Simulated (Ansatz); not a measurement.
This geometry of BH6N + FH (10 atoms, charge 0, multiplicity 1) is a first-order saddle point.

Level of theory: RKS PBE-D4/def2-SVP in Ansatz.

```xyz
10
Properties=species:S:1:pos:R:3
B -0.648 -0.205 -0.563
H 0.244 0.608 -1.375
H -0.506 -1.284 -1.106
H -1.576 0.503 -0.922
H 1.054 0.211 0.778
N -0.286 -0.176 0.914
H 0.909 0.513 -0.841
F 1.967 0.477 0.281
H -0.302 -1.106 1.347
H -0.856 0.457 1.486
```

Which two structures does it join? (They come from a converged band through this point; their orientation in space is the band's.)

Bonds broken: B1–H2, H5–N6, H7–F8. Bonds formed: H2–H7, H5–F8. BH6N + FH becomes BH4N + FH + H2.

Initial state:

```xyz
10
Properties=species:S:1:pos:R:3
B -0.624 -0.126 -0.680
H 0.021 0.840 -1.149
H -0.251 -1.201 -1.134
H -1.822 0.093 -0.822
H 0.756 -0.079 0.991
N -0.280 -0.139 0.910
H 1.363 0.538 -0.738
F 2.134 0.410 -0.158
H -0.611 -0.999 1.368
H -0.686 0.663 1.412
```

Final state:

```xyz
10
Properties=species:S:1:pos:R:3
B -0.969 -0.936 -0.376
H 0.903 2.552 -0.597
H -0.939 -2.148 -0.433
H -1.244 -0.236 -1.326
H 1.074 -0.318 0.168
N -0.641 -0.312 0.847
H 1.215 1.847 -0.606
F 1.851 -0.315 -0.385
H -0.513 -0.833 1.718
H -0.736 0.697 0.991
```

How far does it lie above each of them?

19.3 kcal/mol above the first and 10.1 kcal/mol above the second. This is the barrier of this one path; another mechanism may lie lower. The orbitals stay closed-shell, which can raise the energy where a bond breaks towards radicals; this wasn't checked here.

Run time: 42 s on 2 threads of AMD EPYC 9B45 (Zen 5) (shared host), peak memory 0.16 GiB.
